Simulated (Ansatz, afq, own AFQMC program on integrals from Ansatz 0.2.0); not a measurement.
**GeNH₂, quartet: AFQMC among the cluster methods**

```yaml
atoms:
  - { symbol: Ge, position_ang: [0.0000, 0.0000, 3.4950] }
  - { symbol: N, position_ang: [0.0000, 0.0000, -0.7690] }
  - { symbol: H, position_ang: [0.0000, 0.8309, -1.3630] }
  - { symbol: H, position_ang: [0.0000, -0.8309, -1.3630] }
```

Connectivity, by distances: Ge ··· NH2.

Basis cc-pVDZ. Only valence electrons are correlated. Integrals, coupled cluster, full CI and functionals: Ansatz 0.2.0; the random walks run on the same integrals in our own AFQMC program. The CISD trial takes its coefficients from CCSD amplitudes. Released means that phaseless walkers are propagated on without the constraint, phases kept. Error bars are statistical, one sigma. No spin–orbit coupling.

Determinant: UHF, the one that the program's search chose, which needn't be the lowest solution. The geometry is a point of a scan.

No full CI on the walks' own integrals is used here; CCSDT(Q) serves as the reference and is uncertain by about the last step of the cluster series.

Cautions: no relativity below Rb; no spin-orbit coupling; inner d shell frozen; lower spins were not checked.

```
T1 diagnostic                               : 0.0073
weight of the determinant in the CISD state : 0.899
⟨S²⟩ of the determinant                     : 3.767
size of the correlated space                : 11 electrons in 36 orbitals
```

Reference: CCSDT(Q), correlation energy -6.067 eV. The released energy is read at 2.40 1/Eh (meV from the phaseless value at times in 1/Eh: -3 ± 12 at 0.24, -8 ± 12 at 0.51, -14 ± 9 at 0.99, -8 ± 9 at 1.62, -27 ± 16 at 2.40).

```tsv
level	E − E(reference) (kJ/mol)	share of correlation (%)
HF	585.3	0.00
MP2	103.6	82.30
CCSD	10.9	98.13
CCSD(T)	2.2	99.62
CCSDT	0.6	99.89
ph-AFQMC/HF	15.5 ± 4.5	97.35
ph-AFQMC/CISD	1.6 ± 1.0	99.73
released AFQMC	-1.1 ± 1.6	100.18
```

A walk keeps the symmetry of its determinant, which the program's search chose and which needn't be the lowest solution, so a lower state of the same spin and another symmetry isn't excluded. Released energies are given only where the last usable release times agree within the noise; a slower fall can still hide under it.
